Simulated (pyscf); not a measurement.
Structures and frequencies: ωB97X-D3(BJ)/def2-SVP in PySCF.

**Question.** PBE/def2-TZVP puts the barrier of `[CH3][SnH2][Cl]` + `[H][H]` → `[CH3][SnH3]` + `[ClH]` (four-centre exchange; singlet surface; Cl–Sn, H–H broken, H–Sn, Cl–H formed) at 160.7 kJ/mol and the reaction energy at +78.1 kJ/mol, from the separated reactants. What do r²SCAN/def2-TZVP, PBE0-D3(BJ)/def2-TZVP, ωB97M-D3(BJ)/def2-TZVP give on the same structures?

**Answer.** r²SCAN: ΔE‡ = 170.1 kJ/mol, ΔE = +85.6 kJ/mol; PBE0-D3(BJ): ΔE‡ = 169.9 kJ/mol, ΔE = +79.7 kJ/mol; ωB97M-D3(BJ): ΔE‡ = 185.6 kJ/mol, ΔE = +76.6 kJ/mol. PBE's barrier lies under all of them, by 9.2 to 24.9 kJ/mol. Its reaction energy lies among theirs. This is the saddle that the search found; another between the same sides may lie lower. Elements past Kr carry the def2 core potentials, without spin-orbit coupling.
